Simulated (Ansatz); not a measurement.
in.yaml

```yaml
crystal:
  periodic: [false, false, false]
  atoms:
    - {symbol: Na, position_ang: [0.000000, 0.000000, -3.969067]}
    - {symbol: Mg, position_ang: [0.000000, 0.000000, -0.952967]}
    - {symbol: H, position_ang: [0.000000, 0.000000, 4.922033]}
basis:
  gaussian: {orbitals: 6-31G}
correlation: {method: sc_nevpt2, electrons: all, active_space: {window: {electrons: 2, orbitals: 7}}}
accuracy: high
```

```sh
$ ansatz run in.yaml --threads 1 --pin off --events-out ev --progress --plain --max-ram 2393MiB
```

Log:

```
551 factors; integrals over basis functions are off by at most 3.5e-9 eV
mean field evaluation 1: about -9843.6069 eV, gradient 1.0e1 eV
mean field evaluation 2: about -9843.6097 eV, gradient 1.0e1 eV
mean field evaluation 4: about -9843.6729 eV, gradient 1.0e1 eV
mean field evaluation 8: about -9845.1723 eV, gradient 2.8e0 eV
mean field evaluation 16: about -9845.3103 eV, gradient 1.5e-6 eV
mean field evaluation 32: about -9839.1566 eV, gradient 2.3e-8 eV
mean field -9845.31032497 eV, -361.8084810518 hartree, gradient 2.9e-8 eV, S^2 0.000000; 3 other end points of the search recorded, 0 dependent functions left out; unrestricted orbitals would lower it
reference -9845.31032497 eV, -361.8084810518 hartree; 12, 12 occupied and 16, 16 virtual orbitals, 551 factors
state -9848.45138204 eV, -361.9239127699 hartree
state -9848.45138204 eV, -361.9239127699 hartree; corrected -9849.11003024 eV, -361.9481176449 hartree
state -9848.45138145 eV, -361.9239127481 hartree
state -9848.45138145 eV, -361.9239127481 hartree; corrected -9849.07009916 eV, -361.9466502047 hartree
state -9848.45138204 eV, -361.9239127699 hartree; corrected -9849.11003024 eV, -361.9481176449 hartree
1 active orbitals were swapped for others, from the solution at -9848.45138139 eV, -361.9239127461 hartree to that at -9848.45138199 eV, -361.9239127679 hartree; typed "places" are swapped only where nearly empty or full, and so, without "given_window_search", are "orbital_numbers", "shells" and a window whose orbitals a file names under [Active]
WARN: 5 active orbitals are nearly empty or full. The corrections depend on them more than the energy does, and are more stable in an active space without them
Total energy: -9849.11003024 eV, -361.9481176449 hartree
```

Natural occupations: 1.0350 0.9650 0.0000 0.0000 0.0000 0.0000 0.0000.

Ran on 1 thread of Arm Neoverse V1, shared host: 20 s wall, 0.08 GiB peak host memory.
